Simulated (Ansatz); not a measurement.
**From CH3Cl to C4H9Cl: predicting a member**

On one C centre that keeps Cl, n of the H ligands are replaced by CH3. The atomisation energy (no zero-point term) y in kJ/mol at CCSD(T)/CBS estimate. Shapes, held fixed at every level: PBE0-D4/def2-TZVP. Programs: Ansatz 0.2.0.

| molecule | n | y (kJ/mol) |
| --- | --- | --- |
| CH3Cl | 0 | 1656 |
| C2H5Cl | 1 | ? |
| C3H7Cl | 2 | 4140 |
| C4H9Cl | 3 | 5385 |

Problem. Fit y = c + s·n to the known rows and predict C2H5Cl.

Solution. 
1. Means of the 3 rows: n = 1.66667, y = 3727.0.
2. Σ(Δn)² = 4.6667, Σ(Δn·Δy) = 5800, so the slope is 5800/4.6667 = 1242.8.
3. Intercept: 3727.0 − (1242.8) × 1.66667 = 1655.7. The largest residual of the fit is 1.3.
4. C2H5Cl: 1655.7 + (1242.8) × 1 = 2898 kJ/mol.

The run gave 2896 kJ/mol, so the prediction is off by +2 kJ/mol, more than the scatter of the fit. The steps are nearly additive. The slope is the difference between a C–CH3 and a C–H bond with the ligands’ own bonds. Other levels give for C2H5Cl: MP2/def2-TZVPP 2858; CCSD(T)/def2-TZVPP 2831 kJ/mol. The CBS estimate extrapolates MP2 from def2-TZVPP and def2-QZVPP and adds CCSD(T) − MP2 in the triple-zeta set, cores frozen.
